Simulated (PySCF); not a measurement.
# SON, doublet: computed properties

Level of theory: PySCF, UPBE0, basis S def2-TZVP, O def2-TZVP, N def2-TZVP (no relativity, density fitting).

The structure is a minimum.

| Property | Result |
| --- | --- |
| Point group | Cs |
| Bond lengths | S–N 1.503 Å, S–O 1.451 Å |
| Bond angles | N–S–O 124.0° |
| Enthalpy at 298.15 K above 0 K | 11.09 kJ/mol |
| Zero-point energy | 15.8 kJ/mol |
| Principal quadrupole moments (Buckingham, traceless) about the centre of mass | -5.86, 2.43, 3.43 D Å |
| Dipole moment | 1.32 D |
| Lowest empty level (β) | -4.94 eV |
| Spin squared ⟨S²⟩ | 0.766 |
| Rotational constants | 2.27, 0.3314, 0.2891 cm⁻¹ |
| Principal polarisabilities | 16.8, 20.7, 38.7 bohr³ |
| Heat capacity Cp at 298.15 K | 42.2 J/(mol K) |
| Atomisation energy without zero-point energy | 832 kJ/mol |
| Entropy at 298.15 K and 1 bar (electronic part: spin only) | 262.3 J/(mol K) |
| Rotational symmetry number | 1 |
| Highest occupied level (α) | -9.19 eV |

Harmonic modes (masses in u: S 31.972, O 15.995, N 14.003):
```tsv
symmetry	ω (cm⁻¹)	IR (km/mol)	type
a'	312	31.2	bend
a'	1055	16.0	stretch
a'	1270	99.3	stretch
```

Charges (e):
```tsv
atom	Mulliken	Löwdin	polar tensor	spin (Mulliken)	Mayer order to S1
S1	0.56	0.59	0.70	0.08	–
O2	-0.36	-0.29	-0.51	0.04	1.81
N3	-0.20	-0.30	-0.19	0.88	2.03
```

Mulliken populations on S1: s 5.77, p 9.05, d 0.57, f 0.05.

Outer orbital energies (eV). α occupied: -26.61, -17.13, -13.78, -13.37, -12.89, -10.04, -9.83, -9.19; empty: -3.04, 1.18, 2.33, 5.50. β occupied: -25.55, -16.45, -13.32, -13.07, -12.21, -9.51, -9.20; empty: -4.94, -2.70, 1.63, 2.83.

This need not be the most stable arrangement of these atoms.

The final relaxation and frequency run took 32 s on 4 threads of a shared Arm Neoverse V2 host, with 99 basis functions and 14 gradients; the process peaked at 0.77 GiB. Launch command: `OMP_NUM_THREADS=4 python axn.py task.json out`.
